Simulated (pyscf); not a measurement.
PySCF, gas phase, ωB97X-D3(BJ)/def2-SVP geometries.

### Question
Estimate by transition-state theory the rate constant of H₂N–Si(SiH₃)(SiH₃)–SiH₃ + hydrogen fluoride (HF) -> H₂N–Si(SiH₃)(SiH₃)–SiH₂–F + hydrogen (H₂) (singlet surface; H–Si, F–H broken, F–Si, H–H formed) at 600 K, with ωB97M-D3(BJ)/def2-TZVP energies (ideal gas, 1 atm, RRHO with modes under 100 cm⁻¹ raised to 100, one conformer, R ln 2 for chiral ones without a mode under 150 cm⁻¹; no tunnelling).

### Answer
The electronic barrier is 28.8 kcal/mol and the thermal terms add +20.8, so ΔG‡ = 49.6 kcal/mol. With k_BT/h = 1.25e+13 s⁻¹ and RT = 1.192 kcal/mol, and a volume of 8.18e-20 cm³ per molecule at 1 atm, k = 8.6e-25 cm³ molecule⁻¹ s⁻¹. Wigner's tunnelling factor for 1110i cm⁻¹ would be 1.30. A shift of 1 kcal/mol in the barrier changes k by a factor 2.3. On the reactant side the descent ends in a complex (not fully relaxed), 4.7 kcal/mol under the separated species and 34.0 kcal/mol under the saddle at ωB97X-D3(BJ)/def2-TZVP. At the saddle there is also a short H–Si contact that neither side keeps. H₂N–Si(SiH₃)(SiH₃)–SiH₃ lies 12.7 kcal/mol over its isomer H₃Si–NH–SiH(SiH₃)–SiH₃ (electronic energy, ωB97M-D3(BJ)/def2-TZVP). This is the saddle that the search found; another between the same sides may lie lower.
